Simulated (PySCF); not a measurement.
## From orbital energies to excitation energies

Species: C₃H₃F.
Bonds: F1–C2, C2–C3, C3–C4 (double), C2–C4. Hydrogens: H5 on C2; H6 on C3; H7 on C4.

Method: TDDFT CAM-B3LYP/def2-SVPD, vertical, gas phase, core orbitals frozen in the response in PySCF. Isolated species at its GFN2-xTB geometry, gas phase.

Orbital energies (eV): HOMO-3 -13.39, HOMO-2 -11.34, HOMO-1 -9.96, HOMO -9.87, LUMO 0.70, LUMO+1 1.69, LUMO+2 2.08.

Among the lowest singlets, which states do these configurations lead, and at what energies: HOMO-1→LUMO, HOMO-2→LUMO, HOMO-1→LUMO+2, HOMO-1→LUMO+1, HOMO→LUMO, HOMO→LUMO+1?

```tsv
state	leading configuration	weight	Δε (eV)	E (eV)	E − Δε (eV)	f	other configurations
S1	HOMO→LUMO	0.98	10.57	6.19	-4.38	0.0008	–
S2	HOMO-1→LUMO	0.67	10.66	7.14	-3.52	0.052	H-2→L (26%)
S3	HOMO-2→LUMO	0.61	12.05	7.82	-4.23	0.054	H-1→L (26%)
S4	HOMO→LUMO+1	0.77	11.55	8.49	-3.06	0.0005	H→L+3 (20%)
S5	HOMO-1→LUMO+1	0.97	11.65	8.52	-3.13	0.047	–
S7	HOMO-1→LUMO+2	0.91	12.04	8.97	-3.07	0.0011	–
```

E − Δε runs from -4.38 to -3.06 eV.  Δε is the difference of the two orbital energies.

H and L stand for HOMO and LUMO. The other states: S6 8.92 eV, f 0.064, H→L+3 (70%), H→L+1 (20%); S8 8.97 eV, f 0.026, H-1→L+3 (86%).

Pair triplets and singlets of the same leading configuration (75% or more in both) and give the splittings.

| configuration | triplet | E(T) (eV) | singlet | E(S) (eV) | E(S) − E(T) (eV) |
| --- | --- | --- | --- | --- | --- |
| HOMO→LUMO | T2 | 5.76 | S1 | 6.19 | +0.43 |

The 3 triplets are Tamm–Dancoff values, the singlets full response.

Summed over the main configurations (up to three a state, each over 8%) of all 8 singlets, the electron leaves HOMO-1 with weight 3.67, HOMO with weight 2.84 and HOMO-2 with weight 0.87.

The run took 6.1 s of wall time on one thread of an Arm Neoverse V1, on a shared host, and the process peaked at 0.45 GiB of memory.
